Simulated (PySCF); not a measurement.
An unknown is described by computed data only.

Formula: C4H9F.

| Property | Result |
| --- | --- |
| Polarisability | 51.2 au [wB97X-D/def2-SVPD] |
| UV, first state | lowest singlet excitation: 9.21 eV (135 nm, f = 0.113 summed over 2 states within 0.01 eV) [TDDFT wB97X-D/def2-SVPD] |
| XPS | C1s 290.7 (×3), C1s 292.8, F1s 691.7 eV [ΔSCF SCAN, pcX-2 on the ionised atom, pcseg-1 elsewhere, spin-free X2C] |
| Dipole | 1.99 D [wB97X-D/def2-SVPD] |
| Triplet | lowest triplet excitation (Tamm–Dancoff): 9.08 eV [TDA wB97X-D/def2-SVPD] |
| UV, strongest line | among the 8 lowest singlet transitions: S3/S4 at 10.21 eV (121 nm, f = 0.123 summed over these states) [TDDFT wB97X-D/def2-SVPD] |
| Rotational structure | rotational constants A, B, C: 4.728, 4.727, 4.533 GHz [GFN2-xTB] |

The electronic properties come from PySCF, for the isolated species, density fitting. Levels stand in brackets. Geometry: GFN2-xTB; no solvent, vibrations or thermal averaging.

Question: What is the compound? Reason from the data.

Answer: Numbering: `[CH3:1][C:2]([CH3:3])([CH3:4])[F:5]`. Its formula, C4H9F, gives 0 degrees of unsaturation, so no ring and no π bond. The core levels belong to: C1s 290.7 eV, methyl carbon [C1/C3/C4]; C1s 292.8 eV, sp3 C–F carbon [C2]; F1s 691.7 eV, alkyl fluorine [F5]. The optimised geometry has point group C3v and is an oblate symmetric top (the spread among constants that symmetry makes equal is optimisation noise). Structure: `CC(C)(C)F`. Computed isomers that give other values at the same levels: `CCCCF` (core binding energies: C1s 290.6, C1s 290.6, C1s 290.8, C1s 292.9, F1s 692.2 eV). The assignments are read from this structure; whether some other isomer fits the data as well wasn't checked.
